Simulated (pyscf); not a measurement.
Single points on ωB97X-D3(BJ)/def2-SVP structures (PySCF, gas phase).

Q: Estimate by transition-state theory (the high-pressure limit) the rate constant of cyclic H₈Si₅ (SMILES [SiH]1=[SiH][SiH2][SiH2][SiH2]1) + hydrogen (H₂) → cyclic H₁₀Si₅ (SMILES [SiH2]1[SiH2][SiH2][SiH2][SiH2]1) (singlet surface; H–H broken, H–Si, H–Si formed) at 600 K, with ωB97M-D3(BJ)/def2-TZVP energies (ideal gas, 1 atm, RRHO with modes under 100 cm⁻¹ raised to 100, one conformer, R ln 2 for rigid chiral ones; no tunnelling).

A: The electronic barrier is 25.8 kcal/mol and the thermal terms add +17.8, so ΔG‡ = 43.6 kcal/mol. With k_BT/h = 1.25e+13 s⁻¹ and RT = 1.192 kcal/mol, and a volume of 8.18e-20 cm³ per molecule at 1 atm, k = 1.3e-22 cm³ molecule⁻¹ s⁻¹. The product is born with the 72 kcal/mol of the reverse barrier and needs collisions to keep. Wigner's tunnelling factor for 1097i cm⁻¹ would be 1.29. A shift of 1 kcal/mol in the barrier changes k by a factor 2.3. At the saddle there is also a short H–Si contact that neither side keeps. One saddle was located; it need not be the lowest between these sides.
